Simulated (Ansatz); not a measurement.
Ansatz (a program for electronic structure) input (B3LYP-D3(BJ)/def2-TZVP):

Ansatz 0.2 input:
```yaml
crystal:
  periodic: [false, false, false]
  atoms:
    - {symbol: C, position_ang: [1.10175690, -0.37292364, -0.00803402]}
    - {symbol: C, position_ang: [0.03389341, 0.64386126, 0.00083210]}
    - {symbol: N, position_ang: [-1.29822095, 0.00583128, -0.00952990]}
    - {symbol: H, position_ang: [1.39534638, -0.85026165, 0.90841681]}
    - {symbol: H, position_ang: [1.36735207, -0.85962232, -0.92856627]}
    - {symbol: H, position_ang: [0.08008662, 1.28603349, -0.88220185]}
    - {symbol: H, position_ang: [0.07719020, 1.26684797, 0.89728154]}
    - {symbol: H, position_ang: [-1.39823541, -0.59685408, 0.80175644]}
    - {symbol: H, position_ang: [-1.39650767, -0.57437968, -0.83729773]}
basis:
  gaussian:
    orbitals: def2-TZVP
hamiltonian:
  xc: b3lyp
  dispersion: d3bj
magnetization: {spin_polarized: true, initial_magnetization: 1}
relax: {f_tol: 0.002, max_steps: 150}
```

End of the output:

```
mean field evaluation 96: about -3661.5968 eV, gradient 2.8e-4 eV
mean field -3661.59680102 eV, -134.5612005181 hartree, gradient 2.2e-5 eV, S^2 0.754560; 1 other end points of the search recorded, 0 dependent functions left out
the calculation of the forces begins
reference -3661.59702426 eV, -134.5612087221 hartree; 13, 12 occupied and 116, 117 virtual orbitals, 779 factors
Total energy: -3661.81168827 eV, -134.5690974789 hartree
Atom 0 at     1.111585    -0.388978    -0.008480 Å, force     0.000055    -0.000080     0.000067 eV/Å
Atom 1 at     0.022430     0.621372    -0.001054 Å, force     0.000062     0.000034    -0.000084 eV/Å
Atom 2 at    -1.336955     0.023092    -0.007372 Å, force     0.000023    -0.000096     0.000036 eV/Å
Atom 3 at     1.441179    -0.850968     0.913589 Å, force    -0.000093    -0.000066    -0.000012 eV/Å
Atom 4 at     1.440980    -0.837373    -0.937314 Å, force     0.000053     0.000077    -0.000029 eV/Å
Atom 5 at     0.087443     1.275008    -0.873289 Å, force    -0.000027     0.000107    -0.000028 eV/Å
Atom 6 at     0.085842     1.260350     0.882078 Å, force    -0.000016    -0.000000    -0.000029 eV/Å
Atom 7 at    -1.445532    -0.584152     0.799066 Å, force    -0.000046     0.000053     0.000031 eV/Å
Atom 8 at    -1.444311    -0.569818    -0.824566 Å, force    -0.000011    -0.000028     0.000048 eV/Å
Dipole moment:     0.097514    -0.205334    -0.001727 e Å
```

It need not be the lowest isomer of its formula.
